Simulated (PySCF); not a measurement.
**Nuclear quadrupole coupling in `C=C(C#N)C#N`**

Species: C₄H₂N₂.
Atom-mapped SMILES: `[CH2:1]=[C:2]([C:3]#[N:4])[C:5]#[N:6]` (hydrogens: H7, H8 on C1)

Cartesian coordinates in Å at the PBE0-D3(BJ)/def2-SVP level; atoms count from 1:
```
atom  x, y, z in Å
C1    -0.130   -1.164    0.369
C2     0.012    0.112   -0.037
C3     1.307    0.725   -0.144
N4     2.355    1.211   -0.227
C5    -1.122    0.923   -0.381
N6    -2.043    1.570   -0.654
H7     0.744   -1.763    0.627
H8    -1.122   -1.614    0.445
```

Field gradients from the PBE0/pcSseg-1 density (PySCF, non-relativistic), principal values in atomic units, ordered |Vxx| ≤ |Vyy| ≤ |Vzz|:

```
atom     Vxx     Vyy      Vzz
  N4  0.4561  0.5199  -0.9760
  N6  0.4563  0.5198  -0.9761
```

Question: Find the asymmetry η = (Vxx − Vyy)/Vzz and the couplings χ = eQV/h (234.96 MHz × Q in barn × V in au), with Q(14N) = 0.02044 b.

Answer: 
| atom | environment | nucleus | η | χzz (MHz) | χxx (MHz) | χyy (MHz) |
| --- | --- | --- | --- | --- | --- | --- |
| N4 | nitrile nitrogen | 14N | 0.07 | -4.687 | 2.190 | 2.497 |
| N6 | nitrile nitrogen | 14N | 0.07 | -4.688 | 2.191 | 2.497 |

Question: What is Vzz at N4 in SI units (1 au = 9.71736 × 10²¹ V/m²)?

Answer: -0.9760 au = -9.484 × 10²¹ V/m².

Question: And the gradient at the other heavy atoms, for which no coupling is worked out here?

Answer: 
```csv
atom,environment,Vzz (au),η
C1,terminal =CH2 carbon,0.454,0.03
C2,fully substituted alkene carbon,-0.183,0.33
C3,nitrile carbon,-0.332,0.00
C5,nitrile carbon,-0.332,0.00
```

Question: What couplings would deuterons (Q(2H) = 0.00286 b) have in place of the hydrogens, at this geometry?

Answer: 
```json
{"atom": "H7", "bonded to": "C1", "bond length (Å)": "1.091", "Vzz (au)": "0.2986", "η": "0.04", "χzz (kHz)": "201"}
{"atom": "H8", "bonded to": "C1", "bond length (Å)": "1.091", "Vzz (au)": "0.2986", "η": "0.04", "χzz (kHz)": "201"}
```

Geometry: PBE0-D3(BJ)/def2-SVP; no solvent, vibrations or thermal averaging. The basis is small and wasn't made for field gradients, so the couplings can be 20 % off.

These values come from a run that also computed NMR shieldings. Time: 10 s wall. Hardware: an x86-64 server with one thread, no GPU (shared host).
